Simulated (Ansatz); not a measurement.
# Diamond-structure Ge

Computed with BLYP (Ansatz, a quantum-chemistry and plane-wave program, plane waves, PAW).

Run with plane-wave cutoff 520 eV, 20×20×20 k mesh, Fermi–Dirac smearing 0.05 eV, scalar-relativistic PAW data made under PBE.

Cell (relaxed at this level):

```cif
data_Ge8
_chemical_formula_sum 'Ge8'
_space_group_name_H-M_alt 'Fd-3m :1'
_space_group_IT_number 227
_space_group_name_Hall 'F 4d 2 3 -1d'
_cell_length_a 5.88248
_cell_length_b 5.88248
_cell_length_c 5.88248
_cell_angle_alpha 90.000
_cell_angle_beta 90.000
_cell_angle_gamma 90.000
loop_
_atom_site_label
_atom_site_type_symbol
_atom_site_symmetry_multiplicity
_atom_site_Wyckoff_symbol
_atom_site_fract_x
_atom_site_fract_y
_atom_site_fract_z
_atom_site_occupancy
Ge1 Ge 8 a 0.00000 0.00000 0.00000 1
```
(The calculation used a cell of 2 atoms; values per cell refer to that cell.)

| Quantity | Result |
|---|---|
| elastic constant C11 | 87.6 GPa |
| elastic constant C12 | 26.5 GPa |
| elastic constant C44 | 48.1 GPa |
| Voigt–Reuss–Hill bulk modulus | 46.9 GPa |
| polycrystal shear modulus (Hill average) | 40.1 GPa |

Measured, for comparison: elastic constant C11 131 GPa, elastic constant C12 49 GPa, elastic constant C44 68 GPa (low temperature, zero-point motion not removed; as tabulated in Tanner et al. (2021), arXiv:2110.11888). Computed (rounded) less measured: elastic constant C11 -33 %, elastic constant C12 -46 %, elastic constant C44 -29 %.

Note: the solid has no gap at this level, which affects its response.

Elastic constants are with the ions relaxed.

The result took roughly 16 core-minutes.
